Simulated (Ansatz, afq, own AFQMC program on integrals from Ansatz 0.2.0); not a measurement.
**B$_{2}$H, doublet: AFQMC among the cluster methods**

```yaml
atoms:
  - { symbol: B, position_ang: [-0.2795, 0.0000, 0.6302] }
  - { symbol: B, position_ang: [0.2662, 0.0000, -0.7914] }
  - { symbol: H, position_ang: [0.1425, 0.0000, 1.7294] }
```

Connectivity, by distances: BH–B.

Basis 6-31G. Only valence electrons are correlated. Ansatz 0.2.0 and our own AFQMC program on the same integrals; the CISD trial comes from CCSD amplitudes, and released means the phaseless constraint is let go. ± is one standard error of the sampling.

Determinant: ROHF, the one that the program's search chose, which needn't be the lowest solution. The geometry is a point of a scan.

Full CI is exact in this basis; its frozen core comes from its own orbitals, which moves totals by up to a few meV.

Cautions: a spin-contaminated unrestricted determinant lies lower (UHF 1.48 eV lower, ⟨S²⟩ 1.73); the search met a lower determinant of the same kind, perhaps of another symmetry (280 meV lower); strong correlation (T1 0.131, weight of the determinant 0.69, largest double 0.33); (T) is large, 8 % of the CCSD correlation; the released energies have errors that jump between times, so the bars are unsure, so no released level is given (meV from the phaseless value at times in 1/Eh: -10 ± 3 at 0.24, -3 ± 13 at 0.51, -33 ± 3 at 0.99, -40 ± 3 at 1.62, -48 ± 4 at 2.40); CCSDTQ on the UHF determinant differs (802 meV lower), perhaps since the unrestricted series falls towards higher spin; full CI with its own frozen core; a state of higher spin lies lower (by 801 meV).

```
T1 diagnostic                               : 0.1313
weight of the determinant in the CISD state : 0.691
size of the correlated space                : 7 electrons in 18 orbitals
```

Reference: full CI, correlation energy -3.771 eV. CCSDTQ lies 1.6 meV above full CI, in part by the other frozen core, which shifts every row alike, so rows that close can't be ranked against it. The cautions show a poor starting determinant, so the rows tell how each method copes with it here, and full CI is the sure value.

```csv
level,E − E(reference) (kJ/mol),share of correlation (%)
HF,363.9,0.00
MP2,145.5,60.02
CCSD,31.9,91.23
CCSD(T),4.6,98.74
CCSDT,2.1,99.43
CCSDT(Q),-0.3,100.08
CCSDTQ,0.1,99.96
ph-AFQMC/CISD,10.3 ± 0.4,97.18
```

CCSDT and higher add their correlation energy to the determinant of the CCSD(T) run, since their own runs factorise the integrals more tightly (a shift of under 2 meV). A walk keeps the symmetry of its determinant, which the program's search chose and which needn't be the lowest solution, so a lower state of the same spin and another symmetry isn't excluded.
